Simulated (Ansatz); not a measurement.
Ansatz (a first-principles code) input (HF/STO-3G):

Ansatz 0.2 input:
```yaml
crystal:
  periodic: [false, false, false]
  atoms:
    - {symbol: O, position_ang: [-0.00091616, -0.01015443, 0.67280603]}
    - {symbol: C, position_ang: [0.00071614, 0.00793741, -0.52591197]}
    - {symbol: H, position_ang: [-0.00265489, 0.95544190, -1.09932737]}
    - {symbol: H, position_ang: [0.00568738, -0.92183092, -1.12764904]}
basis:
  gaussian:
    orbitals: STO-3G
hamiltonian:
  xc: {name: HF}
relax: {f_tol: 0.003, max_steps: 120}
```

Output:

```
Functional definition: HF
integrals: 0.00 GiB planned
173 factors; integrals over basis functions are off by at most 7.8e-6 eV
mean field: 0.04 GiB planned
mean field evaluation 1: about -3053.9983 eV, gradient 3.1e1 eV
mean field evaluation 2: about -3054.0329 eV, gradient 3.1e1 eV
mean field evaluation 4: about -3057.2488 eV, gradient 2.6e0 eV
mean field evaluation 8: about -3057.2947 eV, gradient 4.4e-2 eV
mean field -3057.29465568 eV, -112.3535062875 hartree, gradient 3.7e-5 eV, S^2 0.000000; 0 other end points of the search recorded, 0 dependent functions left out
the calculation of the forces begins
reference -3057.29465568 eV, -112.3535062875 hartree; 8, 8 occupied and 4, 4 virtual orbitals, 173 factors
relax step   1: F+E_penalty+E_count = -3057.29465568 eV  Δ(F+E_penalty+E_count) = +0.000e0 eV  max|allowed force component| = 2.137e0 eV/Å  Δτ_max = 0.0000 Å  (24 SCF iters, accepted)
these checks for a lower state are left out or cut short: starts, cluster_reference, orbital_swaps, neighbouring_geometries, increment
integrals: 0.00 GiB planned
173 factors; integrals over basis functions are off by at most 7.0e-6 eV
mean field: 0.04 GiB planned
mean field evaluation 16: about -3057.3172 eV, gradient 2.4e-4 eV
mean field -3057.31716501 eV, -112.3543334902 hartree, gradient 1.6e-5 eV, S^2 0.000000; 0 other end points of the search recorded, 0 dependent functions left out
the calculation of the forces begins
reference -3057.31716501 eV, -112.3543334902 hartree; 8, 8 occupied and 4, 4 virtual orbitals, 173 factors
relax step   2: F+E_penalty+E_count = -3057.31716501 eV  Δ(F+E_penalty+E_count) = -2.251e-2 eV  max|allowed force component| = 2.609e-1 eV/Å  Δτ_max = 0.0193 Å  (26 SCF iters, accepted)
these checks for a lower state are left out or cut short: starts, cluster_reference, orbital_swaps, neighbouring_geometries, increment
integrals: 0.00 GiB planned
173 factors; integrals over basis functions are off by at most 7.1e-6 eV
mean field: 0.04 GiB planned
mean field -3057.31751790 eV, -112.3543464585 hartree, gradient 1.6e-5 eV, S^2 0.000000; 0 other end points of the search recorded, 0 dependent functions left out
the calculation of the forces begins
reference -3057.31751790 eV, -112.3543464585 hartree; 8, 8 occupied and 4, 4 virtual orbitals, 173 factors
relax step   3: F+E_penalty+E_count = -3057.31751790 eV  Δ(F+E_penalty+E_count) = -3.529e-4 eV  max|allowed force component| = 1.987e-2 eV/Å  Δτ_max = 0.0020 Å  (27 SCF iters, accepted)
these checks for a lower state are left out or cut short: starts, cluster_reference, orbital_swaps, neighbouring_geometries, increment
integrals: 0.00 GiB planned
173 factors; integrals over basis functions are off by at most 7.1e-6 eV
mean field: 0.04 GiB planned
mean field evaluation 32: about -3057.3175 eV, gradient 2.3e-4 eV
mean field -3057.31751982 eV, -112.3543465293 hartree, gradient 1.6e-5 eV, S^2 0.000000; 0 other end points of the search recorded, 0 dependent functions left out
the calculation of the forces begins
reference -3057.31751982 eV, -112.3543465293 hartree; 8, 8 occupied and 4, 4 virtual orbitals, 173 factors
relax step   4: F+E_penalty+E_count = -3057.31751982 eV  Δ(F+E_penalty+E_count) = -1.927e-6 eV  max|allowed force component| = 3.293e-3 eV/Å  Δτ_max = 0.0001 Å  (27 SCF iters, accepted)
these checks for a lower state are left out or cut short: starts, cluster_reference, orbital_swaps, neighbouring_geometries, increment
integrals: 0.00 GiB planned
173 factors; integrals over basis functions are off by at most 7.1e-6 eV
mean field: 0.04 GiB planned
mean field -3057.31751995 eV, -112.3543465341 hartree, gradient 1.6e-5 eV, S^2 0.000000; 0 other end points of the search recorded, 0 dependent functions left out
the calculation of the forces begins
reference -3057.31751995 eV, -112.3543465341 hartree; 8, 8 occupied and 4, 4 virtual orbitals, 173 factors
relax step   5: F+E_penalty+E_count = -3057.31751995 eV  Δ(F+E_penalty+E_count) = -1.298e-7 eV  max|allowed force component| = 1.033e-4 eV/Å  Δτ_max = 0.0001 Å  (27 SCF iters, accepted)
integrals: 0.00 GiB planned
173 factors; integrals over basis functions are off by at most 7.1e-6 eV
mean field: 0.04 GiB planned
mean field -3057.31751995 eV, -112.3543465341 hartree, gradient 1.6e-5 eV, S^2 0.000000; 1 other end points of the search recorded, 0 dependent functions left out
the calculation of the forces begins
reference -3057.31751995 eV, -112.3543465341 hartree; 8, 8 occupied and 4, 4 virtual orbitals, 173 factors
Total energy: -3057.31751995 eV, -112.3543465341 hartree
Atom 0 at    -0.000940    -0.010417     0.690187 Å, force    -0.000000    -0.000002     0.000103 eV/Å
Atom 1 at     0.000717     0.007945    -0.526393 Å, force     0.000000     0.000001    -0.000064 eV/Å
Atom 2 at    -0.002589     0.943258    -1.107964 Å, force     0.000000    -0.000054    -0.000020 eV/Å
Atom 3 at     0.005644    -0.909392    -1.135914 Å, force    -0.000000     0.000055    -0.000019 eV/Å
Dipole moment:     0.000436     0.004829    -0.319935 e Å
```
